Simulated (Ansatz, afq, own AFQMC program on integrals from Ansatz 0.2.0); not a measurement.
Integrals from Ansatz 0.2.0, then the random walk in our own AFQMC program (afq).

```yaml
crystal:
  periodic: [false, false, false]
  atoms:
    - {symbol: Si, position_ang: [0.000000, 0.000000, 1.481442]}
    - {symbol: C, position_ang: [0.000000, 0.000000, -0.201009]}
    - {symbol: H, position_ang: [0.000000, 0.000000, -1.280432]}
basis:
  gaussian: {orbitals: 6-31G}
magnetization: {spin_polarized: true, initial_magnetization: 1}
correlation: {method: ccsd_t, electrons: outside_noble_gas, hamiltonian_folder: ham}
```

```sh
$ ansatz run in.yaml --threads 1 --pin off --events-out ev --progress --plain --max-ram 16896MiB --backend cuda --devices 0, --max-vram 18GiB
```

afq runs on the folder ham with

```
--method phaseless --trial cisd --walkers 4000 --populations 20 --least-time 60 --time-step 0.005 --steps-per-block 50 --equilibration-blocks 28 --max-blocks 4000 --target-error 0.00018 --factor-cut 1e-05 --start spin_pure --seed 6518 --release-times 0.24,0.51,0.99,1.62,2.4 --release-step 0.03 --release-every 3 --taylor-order 6
```

Times are imaginary, in 1/Eh. The walk had a cap of 122 s. With eight or more populations the least sampling time is a fifth of least-time, and the error comes from their spread.

afq prints:

```
orbitals 18  electrons 5 4  factors 109 of 299
reference energy -327.20181194 Eh
CCSD correlation -0.13281407 Eh in 14 cycles, weight of the determinant in the CISD state 0.7761
energy of the start -327.321869 Eh
 block  time / (1/Eh)  mean weight  energy / Eh
     1     0.250  1.0001  -327.325907
     2     0.500  1.0001  -327.329155
     3     0.750  1.0002  -327.331816
     4     1.000  1.0001  -327.333422
     5     1.250  1.0002  -327.335093
    10     2.500  1.0000  -327.338065
    15     3.750  1.0000  -327.338730
    20     5.000  0.9999  -327.341384
    25     6.250  1.0000  -327.339696
    30     7.500  1.0000  -327.339846
    35     8.750  1.0001  -327.338719
    40    10.000  0.9998  -327.339944
    45    11.250  1.0000  -327.340144
    50    12.500  1.0003  -327.340150
    55    13.750  1.0000  -327.339973
    60    15.000  0.9999  -327.339334
    65    16.250  0.9999  -327.340712
    70    17.500  1.0001  -327.340885
    72    18.000  1.0000  -327.342108
    75    18.750  1.0000  -327.340246
    78    19.500  1.0000  -327.340292
error from the spread of 20 populations
released: time / (1/Eh)  energy / Eh  error  mean overlap
  0.24  -327.340296  0.000161  0.9993
  0.51  -327.340312  0.000123  1.0011
  0.99  -327.340255  0.000128  1.0015
  1.62  -327.340537  0.000181  0.9998
  2.40  -327.340507  0.000176  0.9992
energy -327.340282 +/- 0.000161 Eh
(rows thinned)
```

The run passed its tests (sampling time, drift between the halves within three errors, error under three times the target), which doesn't prove that it has relaxed.

Against this walk (error 4.4 meV) on the same determinant: CCSD(T) 41.1 meV higher, CCSDT(Q) 7.2 meV lower (within the noise), CCSDTQ 6.7 meV lower (within the noise), full CI 8.4 meV lower (within the noise). The error is statistical and leaves out the bias of the constraint. The determinant has ⟨S²⟩ = 1.15, so the low cluster orders mix in higher spin, while the walk starts as a pure doublet. Released to 2.40 1/Eh the energy moves by -6 ± 6 meV (both errors), within twice the noise. The determinant is a poor start (see the cautions), so the low cluster orders aren't to be relied on, and full CI is the sure value.

Cautions: constraint bias not in the error; strong correlation (T1 0.082, weight of the determinant 0.78, largest double 0.17); unrestricted determinant spin contaminated (⟨S²⟩ 1.15 against 0.75).

The walk took 25 s on 1 × NVIDIA H100 80GB HBM3 with 2 threads of AMD EPYC 7R13 Processor (Zen 3), on a shared host (the card was shared). The log's last line is the phaseless energy.

CCSDT and higher add their correlation energy to the determinant of the CCSD(T) run, since their own runs factorise the integrals more tightly (a shift of under 2 meV). A walk keeps the symmetry of its determinant, which the program's search chose and which needn't be the lowest solution, so a lower state of the same spin and another symmetry isn't excluded.
